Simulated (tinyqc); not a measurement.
RKS/BP86 in the sto-6g basis, for H2O, spin multiplicity 1, step by step. One step of it, computed by the program tinyqc.

Task: Iteration 1: diagonalisation and new density. A level shift of 1 hartree raises the virtual space: F + shift (S - S D(s) S), with D(s) the density of one spin (D/2). Diagonalise F' = X^T F X, C = X C', fill 5 alpha and 5 beta electrons from the bottom; D = 2 C_occ C_occ^T. Each column has its largest component positive (the first on a tie).

Kohn-Sham matrix F (hartree), lower triangle:
```
             1O 1s      1O 2s    1O 2px     1O 2py     1O 2pz      2H 1s      3H 1s
1O 1s   -17.278729
1O 2s    -4.281745  -1.133734
1O 2px    0.000000   0.000000  0.622682
1O 2py    0.000267   0.003480  0.000000   0.474168
1O 2pz   -0.011343  -0.159229  0.000000   0.001592   0.569233
2H 1s    -0.797335  -0.439248  0.000000  -0.134883  -0.121651  -0.193423
3H 1s    -0.825850  -0.451012  0.000000   0.137579  -0.123560  -0.146756  -0.197080
```

X:
```
                1          2          3         4          5          6          7
1O 1s   -0.325783  -0.026815   0.746892  0.000000  -0.605532   0.003084   0.181623
1O 2s    1.090202   0.072652  -0.255796  0.000000  -0.261514   0.005198   0.460859
1O 2px   0.000000   0.000000   0.000000  1.000000   0.000000   0.000000   0.000000
1O 2py  -0.071352   0.918618   0.000820  0.000000  -0.001515   0.659671  -0.006208
1O 2pz   0.426531   0.028682   0.651429  0.000000   0.670784   0.002696   0.180140
2H 1s   -0.622681  -0.827805  -0.179866  0.000000   0.145670   0.393591   0.374215
3H 1s   -0.749303   0.734133  -0.176696  0.000000   0.143708  -0.382139   0.383719
```

D at the start, lower triangle:
```
            1O 1s      1O 2s    1O 2px     1O 2py     1O 2pz     2H 1s     3H 1s
1O 1s    2.125002
1O 2s   -0.568756   2.574833
1O 2px   0.000000   0.000000  2.000000
1O 2py   0.001391  -0.009803  0.000000   2.336208
1O 2pz  -0.036775   0.224278  0.000000  -0.004060   2.106189
2H 1s    0.075201  -0.326604  0.000000  -0.342096  -0.181123  0.103135
3H 1s    0.077587  -0.337965  0.000000   0.350956  -0.186206  0.002958  0.108412
```

overlap S, lower triangle:
```
           1O 1s     1O 2s    1O 2px     1O 2py    1O 2pz     2H 1s     3H 1s
1O 1s   1.000000
1O 2s   0.231145  1.000000
1O 2px  0.000000  0.000000  1.000000
1O 2py  0.000000  0.000000  0.000000   1.000000
1O 2pz  0.000000  0.000000  0.000000   0.000000  1.000000
2H 1s   0.043058  0.407816  0.000000   0.302346  0.181408  1.000000
3H 1s   0.044600  0.417027  0.000000  -0.307306  0.184315  0.159949  1.000000
```

Give: F' = X^T F X; orbital energies; coefficients C; D after iteration 1.

Result:

F' = X^T F X (hartree), lower triangle:
```
         1        2        3       4        5        6        7
1   0.7689
2  -0.0616   1.3699
3   1.6990   0.1621  -7.3569
4   0.0000   0.0000   0.0000  0.6227
5  -1.4491  -0.1437   7.8280  0.0000  -7.1072
6   0.0143  -0.1181  -0.0507  0.0000   0.0506   0.4127
7   0.2708   0.0408  -3.8542  0.0000   3.8540  -0.0243  -1.8208
```

orbital energies (hartree): MO1 -17.2845, MO2 -0.1002, MO3 0.3984, MO4 0.5870, MO5 0.6227, MO6 1.2745, MO7 1.3911

coefficients C:
```
            MO1      MO2      MO3      MO4     MO5      MO6      MO7
1O 1s    0.9952  -0.2333  -0.0019   0.0815  0.0000   0.1127   0.0100
1O 2s    0.0217   0.9000   0.0094  -0.3888  0.0000  -0.7571  -0.0715
1O 2px   0.0000   0.0000   0.0000   0.0000  1.0000   0.0000   0.0000
1O 2py  -0.0001  -0.0048   0.7663   0.0027  0.0000  -0.0626   0.8325
1O 2pz   0.0025   0.1946  -0.0013   0.8949  0.0000  -0.4990  -0.0428
2H 1s   -0.0048   0.1044   0.2910   0.1507  0.0000   0.8565  -0.7547
3H 1s   -0.0049   0.1081  -0.2896   0.1483  0.0000   0.7321   0.8900
```

D after iteration 1, lower triangle:
```
          1O 1s    1O 2s  1O 2px   1O 2py  1O 2pz    2H 1s   3H 1s
1O 1s    2.1031
1O 2s   -0.4400   1.9235
1O 2px   0.0000   0.0000  2.0000
1O 2py  -0.0004   0.0036  0.0000   1.1744
1O 2pz   0.0601  -0.3455  0.0000   0.0009  1.6775
2H 1s   -0.0347   0.0759  0.0000   0.4457  0.3096   0.2366
3H 1s   -0.0349   0.0736  0.0000  -0.4441  0.3083  -0.1012  0.2352
```
